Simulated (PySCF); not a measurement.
**CH3F (fluoromethane) at PBE0/STO-3G**

What is the energy change on altering one bond length of CH3F (fluoromethane) at PBE0/STO-3G? 

Program for the calculation: PySCF 2.14.0.

8 further runs of the same task are left out: 8 set aside as unsound or not needed.

**1. The system as given**

The species is CH3F (5 atoms), meant as a singlet with charge 0. SMILES: `CF`. The shape is that of a PBE0-D4/def2-TZVP optimisation.

Bond lengths: C1–F2 1.376 Å, C1–H3 1.092 Å, C1–H4 1.092 Å, C1–H5 1.092 Å. Angles: F2–C1–H3 109.1°, F2–C1–H4 109.1°, F2–C1–H5 109.1°, H3–C1–H4 109.9°, H3–C1–H5 109.9°, H4–C1–H5 109.9°.

**2. A single-point energy at PBE0/STO-3G**

Input file job.py:

```python
from pyscf import gto, dft

mol = gto.M(
    atom=[
    ('C', (-0.050700, 0.032900, 0.007800)),
    ('F', (1.094100, -0.710500, -0.168600)),
    ('H', (-0.918700, -0.626900, -0.058000)),
    ('H', (-0.104800, 0.796000, -0.772000)),
    ('H', (-0.019800, 0.508500, 0.990700)),
],
    max_memory=1860,
    verbose=3,
    basis='sto-3g',
    charge=0,
)

calc0 = dft.RKS(mol)
calc0.xc = 'pbe0'
calc0.grids.level = 5
calc0.conv_tol = 1e-10
calc0.kernel()
if not calc0.converged:
    calc0 = calc0.newton().run(calc0.mo_coeff, calc0.mo_occ)

e_final = calc0.e_tot
print('E(%s) = %.9f' % ('PBE0', e_final))
```

On the command line:

```console
$ OMP_NUM_THREADS=1 python job.py
```

The program printed:

```text
converged SCF energy = -137.676492194386
E(PBE0) = -137.676492194
```

Run time: 1.6 s. Hardware: 1 thread of Intel Xeon Platinum 8488C (Sapphire Rapids), shared host; peak memory 0.17 GiB.

**3. The distorted shape**

Input file run.py:

```python
from pyscf import gto, dft

mol = gto.M(
    atom='''
C      0.724287     0.685559     0.076908
F      2.887645    -0.719264    -0.256440
H     -1.736091    -1.184669    -0.109604
H      0.622052     2.127609    -1.396700
H      0.782679     1.584312     1.934320
''',
    verbose=4,
    unit='bohr',
    basis='sto-3g',
    max_memory=1860,
)

calc0 = dft.RKS(mol, xc='pbe0')
calc0.conv_tol = 1e-10
calc0.grids.level = 5
calc0.kernel()
if not calc0.converged:
    calc0 = calc0.newton().run(calc0.mo_coeff, calc0.mo_occ)

e_tot = calc0.e_tot
print('Final energy', e_tot)
```

On the command line:

```console
$ OMP_NUM_THREADS=1 python run.py
```

The program printed:

```text
PySCF version 2.14.0

[... 70 lines left out ...]
converged SCF energy = -137.587019375975
Final energy -137.5870193759749
```

Run time: 3.3 s. Hardware: 1 thread of Intel Xeon Platinum 8488C (Sapphire Rapids), shared host; peak memory 0.17 GiB.

**4. Summary of results**

Level: PBE0/STO-3G.

| quantity | value |
| --- | --- |
| first shape: total energy | -137.67649 Eh |
| first shape: dipole moment | 0.93 D |
| first shape: HOMO energy | -5.26 eV |
| first shape: LUMO energy | 9.49 eV |
| first shape: HOMO–LUMO gap | 14.74 eV |
| distorted shape: total energy | -137.58702 Eh |
| distorted shape: dipole moment | 0.75 D |
| distorted shape: HOMO energy | -5.24 eV |
| distorted shape: LUMO energy | 3.89 eV |
| distorted shape: HOMO–LUMO gap | 9.13 eV |
| energy change with the C1–H3 bond stretched from 1.092 to 1.638 Å | 2.435 eV |

In words: With the C1–H3 bond stretched from 1.092 to 1.638 Å the energy rises by 2.43 eV (56 kcal/mol). The first shape isn't relaxed at this level, so the change isn't measured from a minimum. The minimal basis adds a large error of its own.
